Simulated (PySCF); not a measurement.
Potential energy surface of H₃N, singlet: umbrella (inversion) coordinate, bond length relaxed. Scanned: angle between the N-H bonds and the threefold axis (90 = planar). Other coordinates (N-H bond length) were minimised at PBE0/def2-TZVP.

The free coordinates were minimised at PBE0/def2-TZVP in PySCF; the energy column is CCSD(T) on RHF/cc-pVTZ, 1 core orbital frozen run with PySCF, in kcal/mol.

```tsv
a / °	N-H bond length / Å	E
90	0.996	6.4
93	0.997	6.1
96	0.998	5.5
99	0.999	4.5
102	1.002	3.2
105	1.004	2.0
108	1.008	0.9
111	1.011	0.1
114	1.016	0.0
117	1.020	0.7
120	1.025	2.4
123	1.031	5.3
126	1.037	9.6
129	1.043	15.5
132	1.051	23.2
```
